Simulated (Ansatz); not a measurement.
Results of BLYP in Ansatz (plane waves, PAW) for tetradymite Bi2Te3.

Numerical settings: plane-wave cutoff 520 eV, 10×10×10 k mesh, Fermi–Dirac smearing 0.01 eV, scalar-relativistic PAW data made under PBE.

Cell (measured lattice):

Bi₂Te₃ has the trigonal space group R-3m, hexagonal axes (No. 166), Pearson symbol hR5. Conventional cell: a = 4.386 Å, b = 4.386 Å, c = 30.497 Å, α = 90.00°, β = 90.00°, γ = 120.00°. Bi on 6c sees 3 Te at 3.074 Å and 3 Te at 3.247 Å (octahedral). Te1 on 3a sees 6 Bi at 3.247 Å (octahedral). Te2 on 6c is surrounded by 3 Bi at 3.074 Å (trigonal pyramidal). (Neighbours: up to the widest gap in distance over summed covalent radii, below 1.35, at either atom; cation-cation and far metal-metal contacts left out.)
(The calculation used a cell of 5 atoms; values per cell refer to that cell.)

### Question
What does this level give for the band gap?

### Answer

* **band gap**: 0.32 eV

Note: cell and atoms aren't relaxed at this level (largest force component 0.06 eV/Å, pressure 5.4 GPa).

Spin–orbit coupling is not included; with these elements it can move the gap by several tenths of an eV or more.

The computed numbers hold no vibrational or temperature effects.

The result took very roughly 2.2 core-minutes.

Ansatz is a quantum-chemistry and plane-wave program.
